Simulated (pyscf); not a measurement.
PySCF, gas phase, ωB97X-D3(BJ)/def2-SVP geometries.

### Question
For the elementary gas-phase step •H₂C–SiH(Cl)–Cl + methane (CH₄) → H₃C–SiH(Cl)–Cl + methyl (CH₃•) (doublet surface; C–H broken, C–H formed), what barrier and reaction energy does ωB97X-D3(BJ)/def2-TZVP give, measured from the separated reactants?

### Answer
ΔE‡ = 15.5 kcal/mol, ΔE = +3.3 kcal/mol. ωB97M-D3(BJ)/def2-TZVP gives 16.5 kcal/mol and +3.1 kcal/mol. Zero-point energy shifts the barrier by -1.3 kcal/mol. It is a hydrogen abstraction, with an imaginary mode of 1786i cm⁻¹. •H₂C–SiH(Cl)–Cl lies 11.9 kcal/mol over its isomer H₃C–Si•(Cl)–Cl (electronic energy, ωB97M-D3(BJ)/def2-TZVP). This is the saddle that the search found; another between the same sides may lie lower. The angle at the transferred H is 177°.
